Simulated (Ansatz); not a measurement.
# C2H9Si: the cost of one run

All numbers below are computed with Ansatz 0.2.0 (UKS r2SCAN-D4/def2-SVP).

### 1 Starting point

Bond lengths: Si2–C3 1.894 Å, Si2–H5 1.460 Å, Si2–H6 1.458 Å, C3–H7 1.086 Å, C3–H8 1.086 Å, C3–H9 1.088 Å, C4–H10 1.076 Å, C4–H11 1.078 Å, C4–H12 1.078 Å. Angles: Si2–C3–H7 111.3°, Si2–C3–H8 111.4°, Si2–C3–H9 111.2°, H7–C3–H8 107.6°, H7–C3–H9 107.5°, H8–C3–H9 107.6°, C3–Si2–H5 112.4°, C3–Si2–H6 112.1°, H5–Si2–H6 111.9°, H10–C4–H11 112.4°, H10–C4–H12 112.5°, H11–C4–H12 112.7°.

Coordinates:

```xyz
12

H    -0.6389   -0.0022   -0.7881
Si    0.7051   -0.9990    0.0599
C     1.2599    0.0883    1.5086
C    -1.6633    0.7438   -1.3642
H     0.0764   -2.2393    0.5051
H     1.7861   -1.2461   -0.8870
H     1.7100    1.0133    1.1590
H     0.4233    0.3526    2.1492
H     1.9973   -0.4231    2.1245
H    -2.2064    1.1917   -0.5509
H    -2.2627    0.0433   -1.9219
H    -1.1867    1.4766   -1.9942
```

### 2 Pulling towards end A

Springs on the bonds that form and break draw the guess towards this end; the thresholds are loose.

File input.yaml:

```yaml
crystal:
  periodic: [false, false, false]
  atoms:
    - { symbol: H, position_ang: [-0.6389, -0.0022, -0.7881] }
    - { symbol: Si, position_ang: [0.7051, -0.999, 0.0599] }
    - { symbol: C, position_ang: [1.2599, 0.0883, 1.5086] }
    - { symbol: C, position_ang: [-1.6633, 0.7438, -1.3642] }
    - { symbol: H, position_ang: [0.0764, -2.2393, 0.5051] }
    - { symbol: H, position_ang: [1.7861, -1.2461, -0.887] }
    - { symbol: H, position_ang: [1.71, 1.0133, 1.159] }
    - { symbol: H, position_ang: [0.4233, 0.3526, 2.1492] }
    - { symbol: H, position_ang: [1.9973, -0.4231, 2.1245] }
    - { symbol: H, position_ang: [-2.2064, 1.1917, -0.5509] }
    - { symbol: H, position_ang: [-2.2627, 0.0433, -1.9219] }
    - { symbol: H, position_ang: [-1.1867, 1.4766, -1.9942] }
magnetization:
  spin_polarized: true
  initial_magnetization: 1
basis:
  gaussian: { orbitals: def2-SVP }
hamiltonian:
  xc: r2scan
  dispersion: d4
relax:
  f_tol: 0.15
  max_steps: 25
  restrain:
    - { distance: [0, 3], at: 2.37, k: 30.0 }
    - { distance: [1, 0], at: 1.42, k: 30.0 }
```

Run with:

```console
ansatz run input.yaml --threads 4 --pin off --max-ram 5120MiB --backend cpu --events-out ev --progress --plain --runs-dir out
```

**Question.** How long does this run take on 4 threads of Arm Neoverse N1, shared host, and how much memory does it need?

About 28 s, with a peak of 0.19 GiB.
